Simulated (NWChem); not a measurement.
System: ammonia (NH$_{3}$); SMILES N

Here is an NWChem input.

```
start job
memory heap 200 mb stack 900 mb global 1100 mb
geometry units angstroms noautosym nocenter noautoz
  N      0.000000     0.000000     0.138852
  H      0.661761     0.661761    -0.266384
  H      0.242221    -0.903982    -0.266384
  H     -0.903982     0.242221    -0.266384
end
basis spherical
  * library def2-svp
end
dft
  xc m05-2x
  iterations 150
end
cosmo
  do_cosmo_smd true
  solvent water
end
task dft energy
```

Parts of the log:

```
             Northwest Computational Chemistry Package (NWChem) 7.3.0
             --------------------------------------------------------

                             Geometry "geometry" -> ""
                             -------------------------

 Output coordinates in angstroms (scale by  1.889725989 to convert to a.u.)

  No.       Tag          Charge          X              Y              Z
 ---- ---------------- ---------- -------------- -------------- --------------
    1 N                    7.0000     0.00000000     0.00000000     0.13885200
    2 H                    1.0000     0.66176100     0.66176100    -0.26638400
    3 H                    1.0000     0.24222100    -0.90398200    -0.26638400
    4 H                    1.0000    -0.90398200     0.24222100    -0.26638400

 Effective nuclear repulsion energy (a.u.)      11.8759166753

                                 NWChem DFT Module
                                 -----------------

 Summary of "ao basis" -> "ao basis" (spherical)
 ------------------------------------------------------------------------------
       Tag                 Description            Shells   Functions and Types
 ---------------- ------------------------------  ------  ---------------------
 N                          def2-svp                 6       14   3s2p1d
 H                          def2-svp                 3        5   2s1p

 in cosmo_initialize ...
 calling solv_data for solv:h2o

 solvent parameters
 solvname_short: h2o
 solvname_long:  water
 dielec:       78.4000
 dielecinf:     1.7769
 aqueous SMD model solvent descriptors
 dielec:       78.4000
 sola:          0.8200

          ---------------
          -cosmo- solvent
          ---------------
 Cosmo: York-Karplus, doi: 10.1021/jp992097l
 dielectric constant -eps-     =  78.40
 screen = (eps-1)/(eps    )    =   0.98724
 surface charge correction     = lagrangian

   van der Waals surface
 --------------------------

 ---------- ATOMIC COORDINATES (A.U.) ------------ VDWR(ANG.) --
     1    0.00000000    0.00000000    0.26239223     1.890
     2    1.25054696    1.25054696   -0.50339277     1.200
     3    0.45773132   -1.70827828   -0.50339277     1.200
     4   -1.70827828    0.45773132   -0.50339277     1.200
 number of segments per atom =        128
 number of   points per atom =        128
 atom (   nspa,  nppa )
 ----------------------
    1 (    102,     0 )       0
    2 (     46,     0 )       0
    3 (     47,     0 )       0
    4 (     47,     0 )       0
 number of -cosmo- surface points =      242
 molecular surface =     47.746 angstrom**2
 molecular volume  =     30.140 angstrom**3
 -lineq- algorithm             =   0
 -bem- low  level              =   3
 -bem- from -octahedral-
 gaussian surface charge width =   4.50000
 degree of switching           =   1.00000
 switching function tolerance  =   0.00010
 atomic radii =
 --------------
    1  7.000  1.890
    2  1.000  1.200
    3  1.000  1.200
    4  1.000  1.200
 ...... end of -cosmo- initialization ......

 nat:                     4
 ixmem:                  1008
 calling mnsol_interface()
 G(SMD-CDS) energy (kcal/mol)  =     2.180
 SMD-CDS SASA (angstrom**2)    =    62.425

            General Information
            -------------------
          SCF calculation type: DFT
          Wavefunction type:  closed shell.
          No. of atoms     :     4
          No. of electrons :    10
           Alpha electrons :     5
            Beta electrons :     5
          Charge           :     0
          Spin multiplicity:     1
          Use of symmetry is: off; symmetry adaption is: off
          Maximum number of iterations: 150
          AO basis - number of functions:    29
                     number of shells:    15
          Convergence on energy requested:  1.00D-06
          Convergence on density requested:  1.00D-05
          Convergence on gradient requested:  5.00D-04

              XC Information
              --------------
                       M05-2X Method XC Functional
                     Hartree-Fock (Exact) Exchange  0.560
                M05-2X metaGGA Exchange Functional  0.440
                      M05-2X Correlation Potential  1.000

             Grid Information
             ----------------
          Grid used for XC integration:  medium
          Radial quadrature: Mura-Knowles
          Angular quadrature: Lebedev.
          Tag              B.-S. Rad. Rad. Pts. Rad. Cut. Ang. Pts.
          ---              ---------- --------- --------- ---------
          N                   0.65       49           6.0       434
          H                   0.35       45           7.0       434
          Grid pruning is: on
          Number of quadrature shells:   184
          Spatial weights used:  Erf1

      Superposition of Atomic Density Guess
      -------------------------------------

 Sum of atomic energies:         -55.74201861

      Non-variational initial energy
      ------------------------------

 Total energy =     -56.147121
 1-e energy   =     -98.033772
 2-e energy   =      30.010734
 HOMO         =      -0.379192
 LUMO         =       0.094271

   convergence    iter        energy       DeltaE   RMS-Dens  Diis-err
 ---------------- ----- ----------------- --------- --------- ---------
     COSMO gas phase
 d= 0,ls=0.0,diis     1    -56.4663983136 -6.83D+01  1.38D-02  1.91D-01
 d= 0,ls=0.0,diis     2    -56.4788168075 -1.24D-02  6.14D-03  1.03D-01
 d= 0,ls=0.0,diis     3    -56.4892071139 -1.04D-02  1.12D-03  3.51D-03
 d= 0,ls=0.0,diis     4    -56.4895783404 -3.71D-04  2.00D-04  2.72D-05
 d= 0,ls=0.0,diis     5    -56.4895838129 -5.47D-06  6.31D-05  7.14D-07
 d= 0,ls=0.0,diis     6    -56.4895840988 -2.86D-07  1.92D-05  2.66D-08
 d= 0,ls=0.0,diis     7    -56.4895841121 -1.33D-08  1.13D-06  7.17D-11

   convergence    iter        energy       DeltaE   RMS-Dens  Diis-err
 ---------------- ----- ----------------- --------- --------- ---------
     COSMO solvation phase
 d= 0,ls=0.0,diis     1    -56.4939660399 -4.38D-03  2.39D-03  3.61D-03
 d= 0,ls=0.0,diis     2    -56.4947631073 -7.97D-04  7.83D-04  6.53D-04
 d= 0,ls=0.0,diis     3    -56.4948303243 -6.72D-05  3.95D-04  1.96D-04
 d= 0,ls=0.0,diis     4    -56.4948569190 -2.66D-05  1.05D-04  6.04D-06
 d= 0,ls=0.0,diis     5    -56.4948580548 -1.14D-06  3.97D-05  1.04D-07
 d= 0,ls=0.0,diis     6    -56.4948581225 -6.77D-08  6.20D-06  3.13D-09

         Total DFT energy =      -56.494858122547
      One electron energy =      -99.576872193999
           Coulomb energy =       39.212395434644
    Exchange-Corr. energy =       -8.011085098647
 Nuclear repulsion energy =       11.875916675348

             COSMO energy =        0.004787060107

 Numeric. integr. density =       10.000001925262

                                COSMO-SMD solvation results
                                ---------------------------

             internal energy in gas <Psi(g)|H|Psi(g)> =       -56.489584112105
         internal energy in solvent <Psi(s)|H|Psi(s)> =       -56.488578529030
                               delta internal energy  =         0.001005583076 (    0.63 kcal/mol)
   total free energy in solvent <Psi(s)|H+V/2|Psi(s)> =       -56.498331826138
 polarization energy contribution <Psi(s)|V/2|Psi(s)> =        -0.009753297108 (   -6.12 kcal/mol)
    total free energy in solvent including G(SMD-CDS) =       -56.494858122547
                       G(SMD-CDS) energy contribution =         0.003473703590 (    2.18 kcal/mol)
     1 M fixed-concentration free energy of solvation =        -0.005274010442 (   -3.31 kcal/mol)

                       DFT Final Molecular Orbital Analysis
                       ------------------------------------

 Vector    3  Occ=2.000000D+00  E=-5.165567D-01
              MO Center= -1.3D-01, -1.3D-01, -4.0D-02, r^2= 9.5D-01
   Bfn.  Coefficient  Atom+Function         Bfn.  Coefficient  Atom+Function
  ----- ------------  ---------------      ----- ------------  ---------------
     4      0.330644  1 N  px                 5     -0.330644  1 N  py
    20     -0.317737  3 H  s                 25      0.317737  4 H  s
     7     -0.150717  1 N  px                 8      0.150717  1 N  py
    21     -0.114681  3 H  s                 26      0.114681  4 H  s

 Vector    4  Occ=2.000000D+00  E=-5.165246D-01
              MO Center=  1.3D-01,  1.3D-01, -4.0D-02, r^2= 9.5D-01
   Bfn.  Coefficient  Atom+Function         Bfn.  Coefficient  Atom+Function
  ----- ------------  ---------------      ----- ------------  ---------------
    15      0.366869  2 H  s                  4     -0.330664  1 N  px
     5     -0.330664  1 N  py                20     -0.183445  3 H  s
    25     -0.183445  4 H  s                  7      0.150745  1 N  px
     8      0.150745  1 N  py                16      0.132336  2 H  s
    21     -0.066190  3 H  s                 26     -0.066190  4 H  s

 Vector    5  Occ=2.000000D+00  E=-3.305453D-01
              MO Center= -4.9D-06, -4.9D-06,  3.1D-01, r^2= 8.1D-01
   Bfn.  Coefficient  Atom+Function         Bfn.  Coefficient  Atom+Function
  ----- ------------  ---------------      ----- ------------  ---------------
     6      0.542888  1 N  pz                 9     -0.456874  1 N  pz
     3     -0.304037  1 N  s                  2     -0.175600  1 N  s
    15      0.092532  2 H  s                 20      0.092551  3 H  s
    25      0.092551  4 H  s                  1     -0.087941  1 N  s
    16      0.038804  2 H  s                 21      0.038823  3 H  s

 Vector    6  Occ=0.000000D+00  E= 1.262740D-01
              MO Center= -3.5D-04, -3.5D-04, -4.6D-01, r^2= 3.7D+00
   Bfn.  Coefficient  Atom+Function         Bfn.  Coefficient  Atom+Function
  ----- ------------  ---------------      ----- ------------  ---------------
     3      1.518491  1 N  s                 16     -0.796831  2 H  s
    21     -0.797451  3 H  s                 26     -0.797451  4 H  s
     9     -0.355045  1 N  pz                 2      0.201343  1 N  s
     6      0.149443  1 N  pz                 1      0.125979  1 N  s
    15     -0.061277  2 H  s                 20     -0.061326  3 H  s

 Vector    7  Occ=0.000000D+00  E= 2.148955D-01
              MO Center= -4.1D-01, -4.1D-01, -3.7D-01, r^2= 3.5D+00
   Bfn.  Coefficient  Atom+Function         Bfn.  Coefficient  Atom+Function
  ----- ------------  ---------------      ----- ------------  ---------------
    21      1.421805  3 H  s                 26     -1.421802  4 H  s
     7     -0.566738  1 N  px                 8      0.566740  1 N  py
     4      0.252238  1 N  px                 5     -0.252239  1 N  py
    20      0.078056  3 H  s                 25     -0.078056  4 H  s

 Vector    8  Occ=0.000000D+00  E= 2.149538D-01
              MO Center=  4.1D-01,  4.1D-01, -3.7D-01, r^2= 3.5D+00
   Bfn.  Coefficient  Atom+Function         Bfn.  Coefficient  Atom+Function
  ----- ------------  ---------------      ----- ------------  ---------------
    16      1.641918  2 H  s                 21     -0.820647  3 H  s
    26     -0.820652  4 H  s                  7     -0.566777  1 N  px
     8     -0.566775  1 N  py                 4      0.252221  1 N  px
     5      0.252220  1 N  py                15      0.090262  2 H  s
    20     -0.045099  3 H  s                 25     -0.045099  4 H  s

     Multipole analysis of the density
     ---------------------------------

     L   x y z        total         alpha         beta         nuclear
     -   - - -        -----         -----         ----         -------
     0   0 0 0     -0.000000     -5.000000     -5.000000     10.000000

     1   1 0 0      0.000113      0.000056      0.000056      0.000000
     1   0 1 0      0.000113      0.000056      0.000056      0.000000
     1   0 0 1     -0.831713     -0.579140     -0.579140      0.326567

     2   2 0 0     -4.492858     -4.592229     -4.592229      4.691600
     2   1 1 0      0.000319      0.000158      0.000158      0.000003
     2   1 0 1     -0.000055     -0.000028     -0.000028     -0.000000
     2   0 2 0     -4.492858     -4.592229     -4.592229      4.691600
     2   0 1 1     -0.000055     -0.000028     -0.000028     -0.000000
     2   0 0 2     -6.453975     -3.848068     -3.848068      1.242161
```

Level: M05-2X/def2-SVP, SMD on the gas-phase geometry. The geometry was optimised at PBE0/def2-SVP. Solvent: water.
